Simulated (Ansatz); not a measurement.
A nudged elastic band was laid between two geometries of CH$_{4}$B (6 atoms, charge 0, multiplicity 2).

These are results of UKS B3LYP-D4/def2-SVP in Ansatz, not measurements.

```yaml
movable_images: 5
climbing_image: yes
spring: 5.0 eV/Å²
optimiser: quadratic models (default)
start_path: IDPP
force_threshold: 0.05 eV/Å
iteration_limit: 60
end_points: relaxed
```

First end point:

```xyz
6
Properties=species:S:1:pos:R:3
B 0.338 -1.071 0.125
C -0.291 0.300 -0.209
H 1.173 -1.325 0.960
H -1.176 0.279 -0.862
H 0.507 0.851 -0.753
H -0.509 0.903 0.693
```

Last end point:

```xyz
6
Properties=species:S:1:pos:R:3
B 0.792 -0.746 0.296
C -0.116 0.369 -0.264
H 0.475 -1.705 0.959
H -1.084 -0.010 -0.643
H 0.339 1.034 -1.015
H -0.365 0.995 0.620
```

Question: Which bonds break or form, and what moves?

Answer: No bond is made or broken. The dihedral H3–B1–C2–H4 goes from -168 to -40°. The two ends are copies of one structure, up to a mirror image or an exchange of like atoms.

Question: Give the energies along the band, and the barrier.

Answer: It converged. The highest image is number 2 of 0 to 6, 2.0 kJ/mol above the ends, which have the same energy within 2 meV. A vibrational analysis at the climbing image gives one clearly imaginary mode, 255i cm⁻¹: a first-order saddle point.

| image | path coordinate (Å) | energy (kJ/mol) | dihedral H3–B1–C2–H4 (°) |
| --- | --- | --- | --- |
| 0 | 0.00 | 0.0 | -168 |
| 1 | 0.26 | 1.0 | -146 |
| 2 | 0.51 | 2.0 | -123 |
| 3 | 0.71 | 1.4 | -105 |
| 4 | 0.91 | 0.3 | -87 |
| 5 | 1.11 | 0.1 | -64 |
| 6 | 1.31 | 0.0 | -40 |

Question: What is the geometry of the highest image?

Answer: 
```xyz
6
Properties=species:S:1:pos:R:3:forces:R:3
B 0.534 -0.985 0.053 0.00 0.00 0.00
C -0.205 0.348 -0.209 0.00 0.01 -0.01
H 0.906 -1.492 1.084 0.00 0.00 0.00
H -1.145 0.145 -0.756 0.00 0.00 0.00
H 0.393 0.967 -0.905 0.00 0.00 0.00
H -0.441 0.953 0.686 0.00 0.00 0.00
```

Question: What are the harmonic wavenumbers there?

Answer: 255i, 665, 781, 940, 1044, 1294, 1405, 1409, 2614, 2990, 3066, 3072 cm⁻¹.

The band took 5 iterations and of the order of 60 core-seconds.

Run time: 57 s on 1 thread of Intel(R) Xeon(R) Platinum 8375C CPU @ 2.90GHz (Ice Lake), on a shared host, peak memory 0.12 GiB.
